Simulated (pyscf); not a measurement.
Structures and frequencies: ωB97X-D3(BJ)/def2-SVP in PySCF. MP2 and CC: frozen core, UHF for open shells. ΔMP2 is the change of the MP2 total energy from the triple- to the quadruple-zeta basis.

### Question
H₂N–SiH•–F (SMILES N[SiH]F) -> [HN=SiH]• (SMILES N=[SiH]) + HF (SMILES F)
Surface: doublet. Broken: H–N, F–Si. Formed: F–H. Give ΔE‡ and ΔE from CCSD(T)/def2-TZVPP + ΔMP2(QZVPP), relative to the reactant's lowest minimum found.

### Answer
ΔE‡ = 79.7 kcal/mol, ΔE = +73.5 kcal/mol. Zero-point energy shifts the barrier by -3.8 kcal/mol. It is an elimination, with an imaginary mode of 591i cm⁻¹. This is the saddle that the search found; another between the same sides may lie lower. The CCSD(T) − MP2 part came from Ansatz, without density fitting, on the same reference. An open-shell T1 diagnostic exceeds 0.045.
